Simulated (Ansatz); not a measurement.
# H₂Cl (doublet): from Hartree-Fock to the top rungs at distance H1–H2 along a hydrogen transfer = 1.078 Å, cc-pVTZ

Aim: climb from Hartree-Fock through coupled cluster and multireference methods for H₂Cl (doublet) at one geometry and basis, and see what each rung misses.

Program: Ansatz 0.2.0, Gaussian basis. Level of theory: cc-pVTZ, core rule «outside noble gas», up to 5 orbitals frozen. These are calculated values, not measurements.

To be run: UHF; CCSD(T) on ROHF; CCSD(T) on UHF; BCCD(T) on ROHF; CISD; CCSDT(Q) on ROHF; CCSDT(Q) on UHF; CASSCF and NEVPT2, 3 electrons in 3 orbitals; CASSCF and MRCISD+Q, 9 electrons in 6 orbitals; CASSCF and NEVPT2, 9 electrons in 6 orbitals.

6 further runs of the same task are left out: 1 for a mislabelled method, 3 that didn't finish, 2 set aside as unsound or not needed.

### Step 1. The system

The geometry derives from fragments relaxed apart (PBE0/def2-TZVP) and kept rigid, so it is no stationary point. A hydrogen atom is moved between rigid fragments.

3 atoms, charge 0, spin multiplicity 2.

Atoms are counted from 1 here; the program's logs count them from 0.

Bond lengths: H2–Cl3 1.600 Å.

As a file:

```xyz
3
ClH2
H     0.0000    0.0000   -1.2520
H     0.0000    0.0000   -0.1740
Cl    0.0000    0.0000    1.4260
```

### Step 2. UHF

in.yaml reads:

```yaml
crystal:
  periodic: [false, false, false]
  atoms:
    - {symbol: H, position_ang: [0.000000, 0.000000, -1.252000]}
    - {symbol: H, position_ang: [0.000000, 0.000000, -0.174000]}
    - {symbol: Cl, position_ang: [0.000000, 0.000000, 1.426000]}
basis:
  gaussian: {orbitals: cc-pVTZ}
magnetization: {spin_polarized: true, initial_magnetization: 1}
hamiltonian: {xc: hf}
output: {orbitals: {seedname: orbitals}}
```

Command:

```bash
$ ansatz run in.yaml --threads 1 --pin off --events-out ev --progress --plain --max-ram 2393MiB
```

The runs that follow: CCSD(T) on ROHF; CCSD(T) on UHF; BCCD(T) on ROHF; CISD; CCSDT(Q) on ROHF; CCSDT(Q) on UHF; CASSCF and NEVPT2, 3 electrons in 3 orbitals; CASSCF and MRCISD+Q, 9 electrons in 6 orbitals; CASSCF and NEVPT2, 9 electrons in 6 orbitals.

Q: Predict the results of all the runs planned. Wanted: UCCSDT(Q) below the RHF energy; RMP2 from UCCSDT(Q); UMP2 from UCCSDT(Q); RCCSD from UCCSDT(Q); RCCSD(T) from UCCSDT(Q); UCCSD(T) from UCCSDT(Q); RCCSDT(Q) from UCCSDT(Q); NEVPT2 pair from UCCSDT(Q); NEVPT2 valence from UCCSDT(Q).

As calculated:

```
                         quantity                                                   value
   UCCSDT(Q) below the RHF energy                                              -7.0304 eV
              RMP2 from UCCSDT(Q)                                              +958.7 meV
              UMP2 from UCCSDT(Q)                                             +1041.8 meV
             RCCSD from UCCSDT(Q)                                              +279.3 meV
          RCCSD(T) from UCCSDT(Q)                                               +29.4 meV
          UCCSD(T) from UCCSDT(Q)                                               +31.8 meV
         RCCSDT(Q) from UCCSDT(Q)                                                +0.6 meV
       NEVPT2 pair from UCCSDT(Q)                                              +852.1 meV
    NEVPT2 valence from UCCSDT(Q)                                             +1413.6 meV
  MRCISD+Q valence from UCCSDT(Q)                                               +84.3 meV
levels within 1 kcal/mol (43 meV)  RCCSD(T), UCCSD(T), BCCD(T), RCCSDT, UCCSDT, RCCSDT(Q)
                    T1 diagnostic                                                   0.035
   effectively unpaired electrons                                                    1.02
```

**Reading.** RCCSD(T) misses by +29.4 meV, 0.4 % of the correlation energy. One determinant dominates. Of the multireference levels listed MRCISD+Q valence comes nearest in total energy (+84.3 meV), which doesn't show that its space is the better one. These misses are within one basis, not against nature; the frozen cores of restricted and unrestricted runs differ, which can shift their rows.
